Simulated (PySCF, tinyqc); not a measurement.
Worked calculation: MP2 on RHF in the sto-3g basis, for CH+, spin multiplicity 1. The lowest restricted solution is unstable here: a spin-polarised one lies 0.0082 hartree lower (PySCF). One step of it, computed by the program tinyqc.

Problem. Second-order Moller-Plesset energy. E2 = sum_ijab (ia|jb) [2 (ia|jb) - (ib|ja)] / (e_i + e_j - e_a - e_b) over occupied i, j and virtual a, b; the opposite-spin part is (ia|jb)^2 / denominator, the rest is same-spin, and SCS-MP2 scales them by 6/5 and 1/3.

orbital energies (hartree): MO1 -11.662344, MO2 -1.154101, MO3 -0.799024, MO4 -0.257173, MO5 -0.257173, MO6 -0.031460

Two-electron integrals over orbitals (pq|rs), unique and non-zero (hartree):
```
(11|11) 3.513833    (21|11) -0.332272   (21|21) 0.050199    (22|11) 0.788816
(22|21) -0.012139   (22|22) 0.578278    (31|11) 0.130781    (31|21) -0.017155
(31|22) 0.013264    (31|31) 0.019778    (32|11) -0.095260   (32|21) 0.007686
(32|22) 0.013432    (32|31) 0.014387    (32|32) 0.109632    (33|11) 0.716927
(33|21) -0.010071   (33|22) 0.519828    (33|31) -0.006078   (33|32) -0.041287
(33|33) 0.566003    (41|41) 0.021446    (42|41) 0.026546    (42|42) 0.112986
(43|41) -0.010296   (43|42) -0.036223   (43|43) 0.039168    (44|11) 0.852068
(44|21) -0.010299   (44|22) 0.580092    (44|31) 0.003877    (44|32) -0.052570
(44|33) 0.532510    (44|44) 0.672833    (51|51) 0.021446    (52|51) 0.026546
(52|52) 0.112986    (53|51) -0.010296   (53|52) -0.036223   (53|53) 0.039168
(54|54) 0.036269    (55|11) 0.852068    (55|21) -0.010299   (55|22) 0.580092
(55|31) 0.003877    (55|32) -0.052570   (55|33) 0.532510    (55|44) 0.600295
(55|55) 0.672833    (61|11) 0.106338    (61|21) -0.018473   (61|22) -0.002986
(61|31) -0.005286   (61|32) -0.016340   (61|33) 0.011289    (61|44) 0.003017
(61|55) 0.003017    (61|61) 0.016485    (62|11) -0.172505   (62|21) 0.002981
(62|22) -0.083177   (62|31) -0.013477   (62|32) -0.005904   (62|33) -0.015071
(62|44) -0.091643   (62|55) -0.091643   (62|61) 0.008936    (62|62) 0.080058
(63|11) -0.212735   (63|21) 0.004653    (63|22) -0.067450   (63|31) 0.002856
(63|32) 0.079520    (63|33) -0.072259   (63|44) -0.113024   (63|55) -0.113024
(63|61) -0.005420   (63|62) 0.063384    (63|63) 0.136334    (64|41) -0.007704
(64|42) -0.032021   (64|43) -0.006374   (64|64) 0.021371    (65|51) -0.007704
(65|52) -0.032021   (65|53) -0.006374   (65|65) 0.021371    (66|11) 0.592802
(66|21) -0.004683   (66|22) 0.501430    (66|31) 0.012257    (66|32) 0.087684
(66|33) 0.491085    (66|44) 0.445974    (66|55) 0.445974    (66|61) -0.007303
(66|62) 0.006599    (66|63) 0.070111    (66|66) 0.624654
```

Hartree-Fock energy = -37.42721448 hartree

Give: Terms; Pair energies; MP2 correlation energy; SCS-MP2 correlation energy; MP2 total energy.

Solution.

Terms:
```
i  j  a  b  (ia|jb)  (ib|ja)  denominator       term
3  3  6  6   0.1363   0.1363      -1.5351    -0.0121
2  2  4  4   0.1130   0.1130      -1.7939    -0.0071
2  2  5  5   0.1130   0.1130      -1.7939    -0.0071
2  2  6  6   0.0801   0.0801      -2.2453    -0.0029
2  3  6  6   0.0634   0.0634      -1.8902    -0.0021
3  2  6  6   0.0634   0.0634      -1.8902    -0.0021
3  3  4  4   0.0392   0.0392      -1.0837    -0.0014
3  3  5  5   0.0392   0.0392      -1.0837    -0.0014
2  3  4  4  -0.0362  -0.0362      -1.4388    -0.0009
3  2  4  4  -0.0362  -0.0362      -1.4388    -0.0009
2  3  5  5  -0.0362  -0.0362      -1.4388    -0.0009
3  2  5  5  -0.0362  -0.0362      -1.4388    -0.0009
1  2  4  4   0.0265   0.0265     -12.3021  -5.73e-05
2  1  4  4   0.0265   0.0265     -12.3021  -5.73e-05
1  2  5  5   0.0265   0.0265     -12.3021  -5.73e-05
2  1  5  5   0.0265   0.0265     -12.3021  -5.73e-05
1  1  4  4   0.0214   0.0214     -22.8103  -2.02e-05
1  1  5  5   0.0214   0.0214     -22.8103  -2.02e-05
1  1  6  6   0.0165   0.0165     -23.2618  -1.17e-05
1  3  4  4  -0.0103  -0.0103     -11.9470  -8.87e-06
3  1  4  4  -0.0103  -0.0103     -11.9470  -8.87e-06
1  3  5  5  -0.0103  -0.0103     -11.9470  -8.87e-06
3  1  5  5  -0.0103  -0.0103     -11.9470  -8.87e-06
2  1  6  6   0.0089   0.0089     -12.7535  -6.26e-06
1  2  6  6   0.0089   0.0089     -12.7535  -6.26e-06
3  1  6  6  -0.0054  -0.0054     -12.3984  -2.37e-06
1  3  6  6  -0.0054  -0.0054     -12.3984  -2.37e-06
```

Pair energies (hartree; pair i-j sums ij and ji):
```
pair  opposite spin  same spin
1-1       -5.20e-05     0.0000
2-1       -2.42e-04     0.0000
2-2         -0.0171     0.0000
3-1       -4.02e-05     0.0000
3-2         -0.0079     0.0000
3-3         -0.0149     0.0000
```

MP2 correlation energy = -0.040259 hartree

SCS-MP2 correlation energy = -0.048311 hartree

MP2 total energy = -37.467474 hartree
